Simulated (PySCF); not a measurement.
Atomic charges against the basis set

Species: cyclohexane, C6H12.
Cartesian coordinates in Å at the PBE0-D3(BJ)/def2-SVP level; atoms count from 1:
```xyz
18
C6H12 angstrom
C     -0.6816    1.1216   -0.6724
C      0.7433    1.2650   -0.1460
C      1.4678   -0.0775   -0.1151
C      0.6816   -1.1216    0.6724
C     -0.7433   -1.2650    0.1460
C     -1.4678    0.0775    0.1151
H     -0.6460    0.8215   -1.7357
H     -1.2003    2.0935   -0.6438
H      1.3060    1.9899   -0.7563
H      0.7107    1.6821    0.8771
H      1.6083   -0.4365   -1.1510
H      2.4778    0.0420    0.3093
H      1.2003   -2.0935    0.6438
H      0.6460   -0.8215    1.7357
H     -1.3060   -1.9899    0.7563
H     -0.7107   -1.6821   -0.8771
H     -1.6083    0.4365    1.1510
H     -2.4778   -0.0420   -0.3093
```

PBE0 throughout (PySCF), one geometry, spherical d and f functions. One conformer (not necessarily the lowest) at the PBE0-D3(BJ)/def2-SVP geometry, without solvent, vibrations or thermal averaging. Atoms taken as equivalent share a column and are averaged.

Mulliken charges (e):

| basis | functions | C1 (×6) | H7 (×12) |
| --- | --- | --- | --- |
| STO-3G | 42 | -0.142 | +0.071 |
| 6-31G | 78 | -0.311 | +0.156 |
| pcSseg-0 | 78 | -0.475 | +0.237 |
| 6-31G* | 108 | -0.322 | +0.161 |
| def2-SVP | 144 | -0.060 | +0.030 |
| cc-pVDZ | 144 | -0.055 | +0.027 |
| pcSseg-1 | 162 | -0.229 | +0.115 |
| 6-311+G(2d,p) | 234 | -0.263 | +0.132 |
| aug-cc-pVDZ | 246 | +0.517 | -0.259 |
| def2-TZVP | 258 | -0.194 | +0.097 |
| IGLO-III | 330 | -0.238 | +0.119 |

IAO charges (e):

```tsv
basis	functions	C1 (×6)	H7 (×12)
STO-3G	42	-0.256	+0.128
6-31G	78	-0.262	+0.131
pcSseg-0	78	-0.268	+0.134
6-31G*	108	-0.249	+0.124
def2-SVP	144	-0.244	+0.122
cc-pVDZ	144	-0.249	+0.125
pcSseg-1	162	-0.251	+0.125
6-311+G(2d,p)	234	-0.256	+0.128
aug-cc-pVDZ	246	-0.255	+0.127
def2-TZVP	258	-0.256	+0.128
IGLO-III	330	-0.257	+0.128
```

Problem. Which scheme is steadiest as the basis changes?

Solution. Largest range over the bases for any column: IAO 0.02 e, Mulliken 0.99 e. IAO charges move least and Mulliken charges most, counted in e. Without the minimal STO-3G basis the ranges are IAO 0.02, Mulliken 0.99 e.

Problem. How much do the charges still move between the two largest bases, def2-TZVP and IGLO-III?

Solution. At most, over all atoms: Mulliken 0.044 e, IAO 0.001 e.

Problem. What do the same runs give for the total energy and the frontier levels?

Solution. 
| basis | energy (Eh) | HOMO (eV) | LUMO (eV) |
| --- | --- | --- | --- |
| STO-3G | -232.8328 | -7.15 | 9.80 |
| 6-31G | -235.5308 | -8.20 | 2.67 |
| pcSseg-0 | -235.0633 | -8.54 | 2.05 |
| 6-31G* | -235.5851 | -8.18 | 2.68 |
| def2-SVP | -235.4233 | -8.34 | 1.74 |
| cc-pVDZ | -235.5998 | -8.26 | 1.85 |
| pcSseg-1 | -235.5551 | -8.39 | 1.47 |
| 6-311+G(2d,p) | -235.6506 | -8.33 | 0.35 |
| aug-cc-pVDZ | -235.6117 | -8.29 | -0.02 |
| def2-TZVP | -235.6670 | -8.31 | 1.16 |
| IGLO-III | -235.6758 | -8.32 | 0.87 |
